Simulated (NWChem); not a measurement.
System: ethanethiol (C2H6S); SMILES CCS

Results from NWChem. Geometry: optimised at PBE0/def2-SVP. One conformer.

Diagonal of the polarisability tensor at PBE/def2-SVPD, static: 47.78, 59.60, 44.78 bohr³.

Question: Find the mean polarisability volume, the molar refraction, and the refractive index that an ideal gas of it would have at 273.15 K and 1 atm.

Answer: 
1. Mean: one third of the trace = 50.72 bohr³ × 0.14818 Å³/bohr³ = 7.52 Å³.
2. Molar refraction (Lorentz-Lorenz): (4π/3) N_A α = 19.0 cm³/mol.
3. Number density p/kT = 2.687 × 10⁻⁵ Å⁻³; n − 1 = 2π N α = 12.69 × 10⁻⁴.
4. These hold the electronic response alone: vibrational and orientational terms add to the static dielectric constant.
